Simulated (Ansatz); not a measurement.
Reaction (hydrogenolysis of a C–C bond): `C=C(C)CC` + H₂ → `C=CC` + `CC`

Calculated with Ansatz (gas phase, PBE0-D4/def2-TZVP geometries, no zero-point term in ΔE). CBS: MP2 limit from def2 TZ/QZ plus the TZ coupled-cluster correction, frozen cores. This one scheme is used for every species. Functionals use def2-TZVPP. Each species was taken in one conformer, which may not be the lowest.

(1) Is it downhill or uphill in electronic energy at CCSD(T)/CBS, and by how much? (An estimate is asked.)

(2) What do these levels give: r2SCAN-D4, B97M-V, ωB97X-V, ωB97M-V, PBE-QIDH, revPBE, r2SCANh, HF/def2-SVP, CCSD/def2-SVP, HF/def2-TZVPP, CCSD(T)/def2-TZVPP, MP2/CBS(def2)? (Best estimate.)

Largest T1 diagnostic among the species: 0.010.

## Answers

(1) The calculation gave: Downhill: ΔE = -0.48 eV.

(2) Ansatz gave: r2SCAN-D4 -0.50, B97M-V -0.55, ωB97X-V -0.51, ωB97M-V -0.51, PBE-QIDH -0.52, revPBE -0.65, r2SCANh -0.54, HF/def2-SVP -0.80, CCSD/def2-SVP -0.56, HF/def2-TZVPP -0.79, CCSD(T)/def2-TZVPP -0.49, MP2/CBS(def2) -0.41 eV.

In def2-TZVPP, CCSD(T) changes the Hartree–Fock value by +0.30 eV (the triples alone add +0.06 eV) and MP2 by +0.37 eV. The D4 term adds +0.15 eV with B3LYP and +0.08 eV with PBE0; it sums over pairs of atoms, weighted by their polarisabilities, and B3LYP, whose exchange is more repulsive, gets the larger term. Leaving LDA and LC-ωPBE aside and taking each functional with its dispersion term where it has one, the values, not all of them listed here, spread over 0.19 eV, from B2PLYP to revPBE-D4. LDA lies +0.18 eV from PBE without D4.

B3LYP here is the variant with VWN-RPA as its local correlation; programs differ in this.
